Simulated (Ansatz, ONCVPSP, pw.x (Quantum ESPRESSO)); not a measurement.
**Equation-of-state test of one ONCV potential (C (Z = 6))**

- Element: carbon
- Generator: ONCVPSP 4.0.1.1 (patched build)
- Type: optimised norm-conserving Vanderbilt (ONCV)
- Functional: PBE
- Relativity: scalar-relativistic
- Frozen core: [He]
- Valence charge: 4
- Reference configuration: 2s1.5 2p2.5
- Partial waves: 2s: rc 1.05 bohr, ncon 4, nbas 9, qcut 7 1/bohr, 2 projectors, debl 3.5 Ha; 2p: rc 2.45 bohr, ncon 5, nbas 8, qcut 6.6 1/bohr, 2 projectors, debl 3.2 Ha
- Local potential: polynomial inside 0.90 bohr (lpopt 5, dvloc0 0 Ha)
- Core correction: none

Atomic tests: cutoffs needed: 20 Ha and 27 Ha (the cutoffs (Ha) at which the residual kinetic energy of the hardest occupied pseudo-wave falls to 1 and 0.1 mHa per electron); ghost test: no bound ghost flagged; no localised positive-energy state flagged; largest excitation error: +473 meV (all-electron minus pseudo) for 2s2 2p0, out of 4 test configurations.

Crystal test: diamond C in pw.x 7.5, no spin, 13³ k-points, Fermi–Dirac smearing 0.01 Ry, cutoffs 65/260 Ry. The reference is all-electron LAPW (Ansatz 0.2.0) with the same functional, mesh and smearing; V0 and B0 come from Birch–Murnaghan fits to the pressures at five volumes. Errors are pseudo minus all-electron; Δ is the rms difference of the E(V) curves that follow from these fits, minima aligned, over ±6 % about the mean V0. Mesh and smearing are coarse, so the numbers serve the comparison and aren't converged zero-temperature values; the lattice is a test structure that the element need not adopt.

All-electron: a0 = 3.572 Å (V0 = 5.69 Å³/atom), B0 = 433.5 GPa.

How far does the potential miss the all-electron equation of state?

mean pressure error (GPa): -20.65; a0 (Å): 3.509; a0 error (%): -1.74; B0 error (%): -4.6; Δ (meV/atom): 27.4. The largest radius (2.45 bohr) exceeds half the bond length (1.46 bohr), so the spheres overlap, which is one possible source of error among others. This is a poor potential for the solid.

```
V (Å³/atom)  P all-electron (GPa)  P pseudo (GPa)
      5.386                 26.82            1.25
      5.527                 13.67           -9.13
      5.669                  1.97          -18.38
      5.811                 -8.43          -26.64
      5.952                -17.68          -34.00
```

At the middle volume, how do free energy and pressure move when the wave cutoff is lowered (ecutrho kept at four times it)?

| cutoff (Ry) | shift of F (meV/atom) | shift of P (GPa) |
| --- | --- | --- |
| 29 | +202.0 | -19.49 |
| 39 | +36.3 | -5.08 |
| 52 | +1.6 | -0.41 |

Input at the middle volume:

```
&control
  calculation='scf', prefix='x', pseudo_dir='./', outdir='./tmp', tstress=.true., disk_io='none'
/
&system
  ibrav=0, nat=2, ntyp=1, ecutwfc=65, ecutrho=260, nbnd=11,
  occupations='smearing', smearing='fd', degauss=0.01
/
&electrons
  conv_thr=1e-09, mixing_beta=0.4, electron_maxstep=70
/
ATOMIC_SPECIES
C 1.0 C.UPF
CELL_PARAMETERS angstrom
  0.00000000 1.78307175 1.78307175
  1.78307175 0.00000000 1.78307175
  1.78307175 1.78307175 0.00000000
ATOMIC_POSITIONS crystal
C 0.0000 0.0000 0.0000
C 0.2500 0.2500 0.2500
K_POINTS automatic
13 13 13 0 0 0
```

```bash
pw.x < C.scf.in > C.scf.out
```

Lines of the output:

```
Message from routine setup:
     using ibrav=0 with symmetry is DISCOURAGED, use correct ibrav instead
     lattice parameter (alat)  =       4.7652  a.u.
     unit-cell volume          =      76.5126 (a.u.)^3
     number of electrons       =         8.00
     number of Kohn-Sham states=           11
     kinetic-energy cutoff     =      65.0000  Ry
     charge density cutoff     =     260.0000  Ry
     scf convergence threshold =      1.0E-09
     Exchange-correlation= PBE
     number of k points=    84  Fermi-Dirac smearing, width (Ry)=  0.0100
     iteration #  1     ecut=    65.00 Ry     beta= 0.40
     total energy              =     -22.65584620 Ry
     estimated scf accuracy    <       0.12442381 Ry
     iteration #  2     ecut=    65.00 Ry     beta= 0.40
     total energy              =     -22.64667958 Ry
     estimated scf accuracy    <       0.03341765 Ry
     iteration #  3     ecut=    65.00 Ry     beta= 0.40
     total energy              =     -22.64897107 Ry
     estimated scf accuracy    <       0.00029676 Ry
     iteration #  4     ecut=    65.00 Ry     beta= 0.40
     total energy              =     -22.64901415 Ry
     estimated scf accuracy    <       0.00000071 Ry
     iteration #  5     ecut=    65.00 Ry     beta= 0.40
     total energy              =     -22.64901448 Ry
     estimated scf accuracy    <       0.00000014 Ry
     iteration #  6     ecut=    65.00 Ry     beta= 0.40
     total energy              =     -22.64901457 Ry
     estimated scf accuracy    <       0.00000023 Ry
     iteration #  7     ecut=    65.00 Ry     beta= 0.40
     the Fermi energy is    15.4189 ev
!    total energy              =     -22.64901458 Ry
     estimated scf accuracy    <          3.2E-11 Ry
     smearing contrib. (-TS)   =      -0.00000000 Ry
     The total energy is F=E-TS. E is the sum of the following terms:
     one-electron contribution =       8.21712857 Ry
     hartree contribution      =       1.82260222 Ry
     xc contribution           =      -7.10977905 Ry
     ewald contribution        =     -25.57896632 Ry
     convergence has been achieved in   7 iterations
          total   stress  (Ry/bohr**3)                   (kbar)     P=     -183.85
     Message from routine punch:
     Nothing written, as per user request (disk_io='none')
```

The run at the middle volume (84 k-points, 7 iterations) took about 12 s on one core of a shared host (Neoverse-N1, 64 threads, 124 GiB, load 57).
